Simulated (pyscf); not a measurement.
**Insertion: Cl–In [singlet] + H₂ → Cl–InH₂**

Gas phase, singlet surface, charge 0. Bonds broken: H3–H4. Bonds formed: In1–H3, In1–H4. PySCF, gas phase, ωB97X-D3(BJ)/def2-SVP geometries.

Transition state (Å):

```xyz
4

In     0.8028     0.7493     0.2011
Cl     1.8408     1.2136    -1.8093
H     -0.4923     0.1915     1.0897
H     -1.0208    -0.0107    -0.3555
```

One imaginary mode, 1610i cm⁻¹; descent along it reached the two sides named.

| bond | change | reactant side (Å) | saddle | product side |
|---|---|---|---|---|
| H3–H4 | breaks | 0.762 | 1.552 | 3.1 |
| In1–H3 | forms | 3.4 | 1.667 | 1.710 |
| In1–H4 | forms | 3.1 | 2.053 | 1.709 |

Electronic energies relative to the separated reactants (eV):

```tsv
level	barrier	reaction energy	reverse barrier
ωB97X-D3(BJ)/def2-TZVP	3.64	+0.54	3.09
PBE/def2-TZVP	3.29	+0.79	2.49
r²SCAN/def2-TZVP	3.31	+0.63	2.68
B3LYP-D3(BJ)/def2-TZVP	3.60	+0.88	2.72
PBE0-D3(BJ)/def2-TZVP	3.40	+0.62	2.78
M06-2X/def2-TZVP	3.68	+0.73	2.94
ωB97M-D3(BJ)/def2-TZVP	3.60	+0.62	2.99
HF/def2-TZVP	4.12	+0.59	3.53
```

With ωB97M-D3(BJ)/def2-TZVP energies and thermal terms (ideal gas, 1 atm, RRHO with modes under 100 cm⁻¹ raised to 100, one conformer, R ln 2 for chiral ones without a mode under 150 cm⁻¹), in eV:

```
T (K)   ΔH‡   ΔG‡     ΔH     ΔG
-----  ----  ----  -----  -----
298    3.51  3.82  +0.62  +0.94
600    3.49  4.14  +0.60  +1.27
900    3.49  4.46  +0.61  +1.60
1200   3.49  4.78  +0.64  +1.92
```

One saddle was located; it need not be the lowest between these sides. A restricted solution here is unstable towards spin polarisation, so biradical character is likely and single-reference numbers are less safe. Elements past Kr carry the def2 core potentials, without spin-orbit coupling.
